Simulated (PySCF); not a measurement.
OH⁻ at ωB97X

Computed with ωB97X; H def2-TZVPPD, O def2-TZVPPD; no relativity (PySCF 2.14).

* state: ¹Σ⁺ (singlet), closed shell
* bond length: 96.0 pm
* harmonic wavenumber: 3857 cm⁻¹
* force constant: 8.31 mdyn/Å
* rotational constant Be: 19.29 cm⁻¹
* anharmonicity ωexe: 88.0 cm⁻¹
* vibration–rotation constant αe: 0.735 cm⁻¹
* well depth De to H + O⁻: 468 kJ/mol
* dissociation energy D0: 446 kJ/mol
* HOMO–LUMO gap: 8.98 eV
* bond order (Mayer): 1.24
* dipole moment (positive dipole points towards O; it is taken about the centre of mass and depends on that origin): -1.17 D

For an ion De counts to the pair picked by the measured ionisation energies or electron affinities, which need not be the lowest pair at this level.
